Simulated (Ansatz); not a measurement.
```yaml
crystal:
  periodic: [false, false, false]
  atoms:
    - {symbol: Fe, position_ang: [0.000000, 0.000000, 0.000000]}
    - {symbol: Si, position_ang: [0.000000, 0.000000, 2.430000]}
basis:
  gaussian: {orbitals: def2-TZVP}
hamiltonian: {xc: pbe0}
relax: {f_tol: 0.004, max_steps: 80}
```

```sh
$ ansatz run in.yaml --threads 1 --pin off --events-out ev --progress --plain --max-ram 2176MiB
```

Steps of the relaxation (energy above the last step; positions in Å, forces in eV/Å):

```
2
step 1, 944.3 meV
Fe    0.000    0.000    0.000    0.000    0.000    3.095
Si    0.000    0.000    2.430    0.000    0.000   -3.095
```

```
2
step 2, 10.5 meV
Fe    0.000    0.000    0.191    0.000    0.000    0.613
Si    0.000    0.000    2.239    0.000    0.000   -0.613
```

```
2
step 3, 11.6 meV
Fe    0.000    0.000    0.225    0.000    0.000   -0.706
Si    0.000    0.000    2.205    0.000    0.000    0.706
```

```
2
step 4, 0.0 meV
Fe    0.000    0.000    0.208    0.000    0.000    0.001
Si    0.000    0.000    2.222    0.000    0.000   -0.001
```

Close pairs at the end: Fe1–Si2 2.014 Å.

A stationary point of restricted PBE0 after 4 steps (its stability towards spin polarisation wasn't tested). 10 s on 1 thread of Intel Xeon 6975P-C, shared host.
